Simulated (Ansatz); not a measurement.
Isolated molecules relaxed with PBE0-D4/def2-TZVP in Ansatz; ΔE leaves out vibrations. CCSD(T)/CBS is the MP2 limit (def2-TZVPP, def2-QZVPP) plus CCSD(T) − MP2 in def2-TZVPP, frozen cores. This one scheme is used for every species. DFT in def2-TZVPP. One conformer a species, not always the lowest.

Reaction (substitution at a C–C bond): `N=CCO` + H–F → `N=CF` + CH₃OH

(1) Is it downhill or uphill in electronic energy at CCSD(T)/CBS, and by how much? (Best estimate.)

(2) What do these levels give: CAM-B3LYP, LC-ωPBE, HF/def2-SVP, MP2/def2-TZVPP, SCS-MP2/def2-TZVPP, MP2/def2-QZVPP? (Estimate.)

Largest T1 diagnostic among the species: 0.013.

## Answers

(1) Computed: Uphill: ΔE = +9.9 kcal/mol.

(2) Ansatz gave: CAM-B3LYP 5.2, LC-ωPBE 6.6, HF/def2-SVP 2.7, MP2/def2-TZVPP 10.3, SCS-MP2/def2-TZVPP 8.3, MP2/def2-QZVPP 10.9 kcal/mol.

Leaving LDA and LC-ωPBE aside and taking each functional with its dispersion term where it has one, the values, not all of them listed here, spread over 3.5 kcal/mol, from BLYP-D4 to PBE-QIDH. LDA lies +3.5 kcal/mol from PBE without D4. From BLYP to BHLYP (50 % exact exchange), in def2-TZVPP and without D4, ΔE moves by +2.3 kcal/mol. In def2-TZVPP, CCSD(T) changes the Hartree–Fock value by +5.1 kcal/mol (the triples alone add +0.5 kcal/mol) and MP2 by +6.7 kcal/mol.
